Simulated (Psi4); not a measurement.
Psi4 input (wB97X-D/6-311+G**):

```
memory 1500 MB

molecule {
1 1
C    -0.04887922    0.02816407    0.01029449
O     0.09072173    1.27310310   -0.27738523
O    -1.23147366   -0.37305957    0.26682771
H    -1.91131900    0.32935391    0.20573748
C     1.05439472   -0.94695257    0.03698835
H     1.93332978   -0.51883307    0.52200439
H     0.74223535   -1.85924173    0.53822897
H     1.32196362   -1.18489202   -0.99951600
H     1.00671254    1.54599575   -0.46569164
symmetry c1
no_reorient
no_com
}

set {
  basis 6-311+G**
  reference rks
  scf_type df
  df_basis_scf def2-universal-jkfit
  dft_radial_points 99
  dft_spherical_points 590
  e_convergence 1e-8
  d_convergence 1e-7
  maxiter 150
}

e = energy('wb97x-d')
print_out(f'\nFINAL {e:.10f} DIPOLE {variable("CURRENT DIPOLE")[0]:.6f} {variable("CURRENT DIPOLE")[1]:.6f} {variable("CURRENT DIPOLE")[2]:.6f}\n')
```

Output:

```
   => Loading Basis Set <=

    Name: 6-311+G**
    Role: ORBITAL
    Keyword: BASIS
    atoms 1, 5   entry C          line   129 file 6-311pgss.gbs
    atoms 2-3    entry O          line   171 file 6-311pgss.gbs
    atoms 4, 6-9 entry H          line    42 file 6-311pgss.gbs

   => WB97X-D: Empirical Dispersion <=

    Chai and Head-Gordon Dispersion Correction
    Chai, J.-D.; Head-Gordon, M. (2010), J. Chem. Phys., 132: 6615-6620

        s6 =       1.000000

         ---------------------------------------------------------
                                   SCF
               by Justin Turney, Rob Parrish, Andy Simmonett
                          and Daniel G. A. Smith
                              RKS Reference
         ---------------------------------------------------------

  ==> Geometry <==

    Molecular point group: c1
    Full point group: C1

    Geometry (in Angstrom), charge = 1, multiplicity = 1:

       Center              X                  Y                   Z               Mass
    ------------   -----------------  -----------------  -----------------  -----------------
         C           -0.048879220000     0.028164070000     0.010294490000    12.000000000000
         O            0.090721730000     1.273103100000    -0.277385230000    15.994914619570
         O           -1.231473660000    -0.373059570000     0.266827710000    15.994914619570
         H           -1.911319000000     0.329353910000     0.205737480000     1.007825032230
         C            1.054394720000    -0.946952570000     0.036988350000    12.000000000000
         H            1.933329780000    -0.518833070000     0.522004390000     1.007825032230
         H            0.742235350000    -1.859241730000     0.538228970000     1.007825032230
         H            1.321963620000    -1.184892020000    -0.999516000000     1.007825032230
         H            1.006712540000     1.545995750000    -0.465691640000     1.007825032230

  Running in c1 symmetry.

  Rotational constants: A =      0.36766  B =      0.30596  C =      0.17236 [cm^-1]
  Rotational constants: A =  11022.11405  B =   9172.54718  C =   5167.35055 [MHz]
  Nuclear repulsion =  130.874779295169247

  Charge       = 1
  Multiplicity = 1
  Electrons    = 32
  Nalpha       = 16
  Nbeta        = 16

  ==> Algorithm <==

  SCF Algorithm Type is DF.
  DIIS enabled.
  MOM disabled.
  Fractional occupation disabled.
  Guess Type is SAD.
  Energy threshold   = 1.00e-08
  Density threshold  = 1.00e-07
  Integral threshold = 1.00e-12

  ==> Primary Basis <==

  Basis Set: 6-311+G**
    Blend: 6-311+G**
    Number of shells: 60
    Number of basis functions: 118
    Number of Cartesian functions: 122
    Spherical Harmonics?: true
    Max angular momentum: 2

  ==> DFT Potential <==

   => LibXC <=

    Version 7.1.2
    S. Lehtola, C. Steigemann, M. J. T. Oliveira, and M. A. L. Marques,  SoftwareX 7, 1–5 (2018) (10.1016/j.softx.2017.11.002)

   => Composite Functional: WB97X-D <=

    wB97X-D Hyb-GGA Exchange-Correlation Functional

    J.-D. Chai and M. Head-Gordon,  Phys. Chem. Chem. Phys. 10, 6615–6620 (2008) (10.1039/B810189B)

    Deriv               =              1
    GGA                 =           TRUE
    Meta                =          FALSE

    Exchange Hybrid     =           TRUE
    MP2 Hybrid          =          FALSE

   => Exchange-Correlation Functionals <=

    1.0000   wB97X-D range-separated functional

   => Exact (HF) Exchange <=

    0.7780            HF,LR [omega = 0.2000]
    0.2220               HF

   => LibXC Density Thresholds  <==

    XC_HYB_GGA_XC_WB97X_D:  1.00E-14

   => Molecular Quadrature <=

    Radial Scheme          =       TREUTLER
    Pruning Scheme         =           NONE
    Nuclear Scheme         =       TREUTLER

    Blocking Scheme        =         OCTREE
    BS radius alpha        =              1
    Pruning alpha          =              1
    Radial Points          =             99
    Spherical Points       =            590
    Total Points           =         501470
    Total Blocks           =           3532
    Max Points             =            256
    Max Functions          =            118
    Weights Tolerance      =       1.00E-15

   => Loading Basis Set <=

    Name: DEF2-UNIVERSAL-JKFIT
    Role: JKFIT
    Keyword: DF_BASIS_SCF
    atoms 1, 5   entry C          line   198 file def2-universal-jkfit.gbs
    atoms 2-3    entry O          line   318 file def2-universal-jkfit.gbs
    atoms 4, 6-9 entry H          line    18 file def2-universal-jkfit.gbs

  ==> Integral Setup <==

  SCF_SUBTYPE=INCORE selected. In-core MEM_DF algorithm will be used.
  Using in-core AOs.

  ==> MemDFJK: Density-Fitted J/K Matrices <==

    J tasked:                   Yes
    K tasked:                   Yes
    wK tasked:                  Yes
    Omega:                2.000E-01
    Algorithm:                 Core
    Schwarz Cutoff:           1E-12
    Mask sparsity (%):       0.4165
    Fitting Condition:        1E-10

   => Auxiliary Basis Set <=

  Basis Set: DEF2-UNIVERSAL-JKFIT
    Blend: DEF2-UNIVERSAL-JKFIT
    Number of shells: 130
    Number of basis functions: 394
    Number of Cartesian functions: 464
    Spherical Harmonics?: true
    Max angular momentum: 4

  Cached 50.0% of DFT collocation blocks in 0.691 [GiB].

  Minimum eigenvalue in the overlap matrix is 9.0138218885E-05.
  Reciprocal condition number of the overlap matrix is 1.0044332654E-05.
    Using symmetric orthogonalization.

  ==> Pre-Iterations <==

  SCF Guess: Superposition of Atomic Densities via on-the-fly atomic UHF (no occupation information).

   -------------------------
    Irrep   Nso     Nmo
   -------------------------
     A        118     118
   -------------------------
    Total     118     118
   -------------------------

  ==> Iterations <==

                           Total Energy        Delta E     RMS |[F,P]|

   @DF-RKS iter SAD:  -229.20092903882443   -2.29201e+02   0.00000e+00
   @DF-RKS iter   1:  -229.21162402180005   -1.06950e-02   5.93182e-03 DIIS/ADIIS
   @DF-RKS iter   2:  -229.26706501972384   -5.54410e-02   5.34245e-03 DIIS/ADIIS
   @DF-RKS iter   3:  -229.39665078369683   -1.29586e-01   7.71660e-04 DIIS/ADIIS
   @DF-RKS iter   4:  -229.39964741032244   -2.99663e-03   2.04934e-04 DIIS/ADIIS
   @DF-RKS iter   5:  -229.39992121236773   -2.73802e-04   4.35536e-05 DIIS
   @DF-RKS iter   6:  -229.39992940337203   -8.19100e-06   2.60857e-05 DIIS
   @DF-RKS iter   7:  -229.39993275758593   -3.35421e-06   4.25800e-06 DIIS
   @DF-RKS iter   8:  -229.39993288582451   -1.28239e-07   1.39582e-06 DIIS
   @DF-RKS iter   9:  -229.39993290272662   -1.69021e-08   2.47477e-07 DIIS
   @DF-RKS iter  10:  -229.39993290361821   -8.91589e-10   4.06560e-08 DIIS
  Energy and wave function converged.

  ==> Post-Iterations <==

   Electrons on quadrature grid:
      Ntotal   =   31.9999995015 ; deviation = -4.985e-07

    Orbital Energies [Eh]
    ---------------------

    Doubly Occupied:

       1A    -19.576032     2A    -19.570443     3A    -10.718996
       4A    -10.518995     5A     -1.521937     6A     -1.436091
       7A     -1.114446     8A     -1.012735     9A     -0.961879
      10A     -0.845501    11A     -0.835989    12A     -0.759329
      13A     -0.730239    14A     -0.713475    15A     -0.709698
      16A     -0.701798

    Virtual:

      17A     -0.204499    18A     -0.122810    19A     -0.087666
      20A     -0.059209    21A     -0.048064    22A     -0.036068
      23A     -0.020650    24A     -0.009633    25A     -0.004471
      26A      0.018829    27A      0.024406    28A      0.043824
      29A      0.064207    30A      0.089678    31A      0.093695
      32A      0.104444    33A      0.116077    34A      0.120663
      35A      0.157497    36A      0.170427    37A      0.177029
      38A      0.199422    39A      0.218008    40A      0.233729
      41A      0.259415    42A      0.310109    43A      0.327253
      44A      0.365690    45A      0.400869    46A      0.410117
      47A      0.416716    48A      0.467462    49A      0.489763
      50A      0.506714    51A      0.544139    52A      0.582509
      53A      0.659514    54A      0.734886    55A      0.828479
      56A      0.856464    57A      0.898776    58A      0.927691
      59A      0.953818    60A      0.972554    61A      1.018576
      62A      1.035270    63A      1.116512    64A      1.218932
      65A      1.267611    66A      1.293762    67A      1.298245
      68A      1.313659    69A      1.326319    70A      1.399817
      71A      1.433962    72A      1.453846    73A      1.502450
      74A      1.548552    75A      1.598831    76A      1.625527
      77A      1.708539    78A      1.733562    79A      1.818276
      80A      1.903048    81A      1.938045    82A      1.966834
      83A      2.071952    84A      2.239800    85A      2.319612
      86A      2.343037    87A      2.366685    88A      2.415795
      89A      2.427851    90A      2.462630    91A      2.464104
      92A      2.514236    93A      2.739772    94A      2.832332
      95A      2.861959    96A      2.878613    97A      2.921853
      98A      3.063075    99A      3.088846   100A      3.098185
     101A      3.337318   102A      3.374955   103A      3.590466
     104A      3.664908   105A      3.730205   106A      3.795395
     107A      3.852769   108A      4.035698   109A      4.773542
     110A      4.833546   111A      5.141389   112A      5.256287
     113A      5.458524   114A      5.752424   115A     23.623694
     116A     23.864248   117A     49.713395   118A     49.815728

    Final Occupation by Irrep:
              A
    DOCC [    16 ]
    NA   [    16 ]
    NB   [    16 ]

  @DF-RKS Final Energy:  -229.39993290361821

   => Energetics <=

    Nuclear Repulsion Energy =            130.8747792951692475
    One-Electron Energy =                -563.1065371034823102
    Two-Electron Energy =                 223.4016799671108515
    DFT Exchange-Correlation Energy =     -20.5676546689841864
    Empirical Dispersion Energy =          -0.0022003934318001
    VV10 Nonlocal Energy =                  0.0000000000000000
    Total Energy =                       -229.3999329036182075

Computation Completed

Properties will be evaluated at   0.000000,   0.000000,   0.000000 [a0]

Properties computed using the SCF density matrix

 Multipole Moments:

 ------------------------------------------------------------------------------------
     Multipole            Electronic (a.u.)      Nuclear  (a.u.)        Total (a.u.)
 ------------------------------------------------------------------------------------

 L = 1.  Multiply by 2.5417464519 to convert [e a0] to [Debye]
 Dipole X            :          0.5427050           -0.0000003            0.5427047
 Dipole Y            :          0.3685038            0.0000002            0.3685039
 Dipole Z            :         -0.1946699            0.0000002           -0.1946698
 Magnitude           :                                                    0.6842660

 ------------------------------------------------------------------------------------

FINAL -229.3999329036 DIPOLE 0.542705 0.368504 -0.194670

*** Psi4 exiting successfully. Buy a developer a beer!
```

The dipole moment of an ion depends on the origin.
